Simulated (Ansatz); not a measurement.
For antiferromagnetic (type II) rock-salt NiO, rVV10 (Ansatz, a program for electronic structure, plane waves, PAW) gives:

* **lattice constant a**: 4.219 Å
* **bulk modulus**: 191 GPa
* **cohesive energy**: 4.75 eV/atom
* **band gap**: 1.01 eV
* **magnetic moment**: 1.38 μB

Q: What does r²SCAN+rVV10 (Ansatz, plane waves, PAW) give for the same quantities?

A: 
- lattice constant a: 4.149 Å (drops by 1.7 %)
- bulk modulus: 224 GPa (increases by 17 %)
- cohesive energy: 5.09 eV/atom (rises by 0.34 eV/atom)
- band gap: 2.37 eV (goes up by 1.36 eV)
- magnetic moment: 1.57 μB (grows by 0.19 μB)

For comparison: lattice constant a 4.170 Å (measured, 5 K, zero-point motion not removed, pseudo-cubic cell; as tabulated in Yang et al. (2022), arXiv:2205.02972); bulk modulus 192 ± 7 GPa (measured, room temperature, no zero-point or thermal correction, equation of state from high-pressure X-ray diffraction, our sources range from 174 to 209; as tabulated in Gavriliuk et al., The first-order structural transition in NiO at high …); cohesive energy 4.75 eV/atom (measured, temperature not stated, not stated; as tabulated in Wagner (2007), arXiv:0706.3380).

Changes are worked out from the printed values.

Unless a cell is named, each level is at its own relaxed cell (rVV10 9.39, r²SCAN+rVV10 8.93 Å³/atom).

Density-functional gaps are differences of (generalised) Kohn–Sham levels.

Spin-polarised runs: rVV10 (opposed moments), r²SCAN+rVV10 (opposed moments).

Ansatz's density-functional and Hartree–Fock values are scalar-relativistic unless marked +SOC, with PAW data made under PBE.
